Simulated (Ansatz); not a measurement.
Cartesian coordinates (Å):
```xyz
5

F     -1.1331    -0.8289    -0.7252
Si     0.0000     0.0000     0.0000
F      0.5924    -0.8498     1.1933
F     -0.6095     1.3449     0.5628
F      1.1502     0.3338    -1.0309
```
Charge 0, spin multiplicity 1.

The numbers are results of Ansatz (an electronic-structure program) with frozen-core CCSD(T)/cc-pVTZ // PBE-D3(BJ)/def2-TZVP, not measurements.

The HF energy comes out as -687.14473 Ha. The MP2 correlation energy comes out as -1.11237 Ha.

Q: Estimate the CCSD correlation energy, the (T) correction, the total energy and the T1 diagnostic.

A: 
| Property | Value |
|---|---|
| CCSD correlation energy | -1.10990 Ha |
| (T) correction | -0.03155 Ha |
| CCSD(T) total energy | -688.28618 Ha |
| T1 diagnostic | 0.011 |
